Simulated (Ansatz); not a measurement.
# CO (singlet): the correlation ladder, cc-pVDZ

One table from this session's results is given with a row withheld; the runs are named, their logs left out.

Method: cc-pVDZ, core rule «outside noble gas», up to 2 orbitals frozen; program: Ansatz 0.2.0, Gaussian basis.

Plan: UHF; CCSD(T) on RHF; BCCD(T) on RHF; CISD; CCSDT(Q) on RHF; CISDTQ; CCSDTQ on RHF; CASSCF and MRCISD+Q, 10 electrons in 8 orbitals; CASSCF and NEVPT2, 10 electrons in 8 orbitals.

9 further runs of the same task are left out: 9 set aside as unsound or not needed.

## The geometry

The geometry is an MP2(full)/6-31G* stationary point (not a proven minimum).

2 atoms, charge 0, spin multiplicity 1.

Atoms are counted from 1 here; the program's logs count them from 0.

Bond lengths: O1–C2 1.150 Å.

The first run:

in.yaml reads:

```yaml
crystal:
  periodic: [false, false, false]
  atoms:
    - {symbol: O, position_ang: [0.000000, 0.000000, 0.000000]}
    - {symbol: C, position_ang: [0.000000, 0.000000, 1.150340]}
basis:
  gaussian: {orbitals: cc-pVDZ}
magnetization: {spin_polarized: true, initial_magnetization: 0}
hamiltonian: {xc: hf}
output: {orbitals: {seedname: orbitals}}
```

On the command line:

```console
$ ansatz run in.yaml --threads 1 --pin off --events-out ev --progress --plain --max-ram 3956MiB --backend cpu
```

Steps of the session up to this table: UHF; CCSD(T) on RHF; BCCD(T) on RHF; CISD; CCSDT(Q) on RHF; CISDTQ; CCSDTQ on RHF; CASSCF and MRCISD+Q, 10 electrons in 8 orbitals; CASSCF and NEVPT2, 10 electrons in 8 orbitals.

One table of the session follows, with a row left open; its other results are not shown here.

| method | from RCCSDTQ (kJ/mol) |
| --- | --- |
| RHF | +814.7 |
| RMP2 | +51.5 |
| CISD | +84.0 |
| RCCSD | +33.4 |
| RCCSD(T) | +3.9 |
| BCCD(T) | +3.6 |
| RCCSDT | ? |
| CISDTQ | +4.9 |
| RCCSDT(Q) | -0.4 |
| RCCSDTQ | 0 |
| CASSCF valence | +461.7 |
| NEVPT2 valence | +91.9 |
| MRCISD valence | +24.1 |
| MRCISD+Q valence | +3.4 |

**Question.** Estimate the row for RCCSDT.

**Answer.** from RCCSDTQ (kJ/mol): +2.6. In the column «from RCCSDTQ (kJ/mol)» it lies between RCCSDTQ (0) and MRCISD+Q valence (+3.4).
